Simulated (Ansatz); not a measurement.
# AlCl3 (singlet): the correlation ladder, cc-pV(D+d)Z

One table from this session's results is given with a row withheld; the runs are named, their logs left out.

Program: Ansatz 0.2.0, Gaussian basis. Level of theory: cc-pV(D+d)Z, core rule «outside noble gas», up to 20 orbitals frozen. These are calculated values, not measurements.

Plan: UHF; CCSD(T) on RHF; BCCD(T) on RHF; CISD; CCSDT(Q) on RHF.

24 further runs of the same task are left out: 5 for a known fault of the program, 2 that didn't finish, 17 set aside as unsound or not needed.

### The geometry

The geometry is an MP2(full)/6-31G* stationary point (not a proven minimum).

4 atoms, charge 0, spin multiplicity 1.

Atoms are counted from 1 here; the program's logs count them from 0.

Bond lengths: Al1–Cl2 2.069 Å, Al1–Cl3 2.069 Å, Al1–Cl4 2.069 Å. Angles: Cl2–Al1–Cl3 120.0°, Cl2–Al1–Cl4 120.0°, Cl3–Al1–Cl4 120.0°.

The first run:

The input, in.yaml:

```yaml
crystal:
  periodic: [false, false, false]
  atoms:
    - {symbol: Al, position_ang: [0.000000, 0.000000, 0.000000]}
    - {symbol: Cl, position_ang: [0.000000, 2.069041, 0.000000]}
    - {symbol: Cl, position_ang: [1.791842, -1.034520, 0.000000]}
    - {symbol: Cl, position_ang: [-1.791842, -1.034520, 0.000000]}
basis:
  gaussian: {orbitals: "cc-pV(D+d)Z.json"}
magnetization: {spin_polarized: true, initial_magnetization: 0}
hamiltonian: {xc: hf}
output: {orbitals: {seedname: orbitals}}
```

Command:

```console
$ ansatz run in.yaml --threads 1 --pin off --events-out ev --progress --plain --max-ram 4096MiB --backend cpu
```

Among the steps run: UHF; CCSD(T) on RHF; BCCD(T) on RHF; CISD; CCSDT(Q) on RHF.

One table of the session follows, with a row left open; its other results are not shown here.

```
   method  from RCCSDT(Q) (meV)
      RHF              +14036.7
     RMP2               +1450.9
     CISD               +2282.7
    RCCSD                +372.4
 RCCSD(T)                 +55.2
  BCCD(T)                     ?
   RCCSDT                 +29.5
RCCSDT(Q)                     0
```

Estimate the missing values for BCCD(T).

As computed: from RCCSDT(Q) (meV): +53.5. In the column «from RCCSDT(Q) (meV)» it lies between RCCSDT (+29.5) and RCCSD(T) (+55.2).
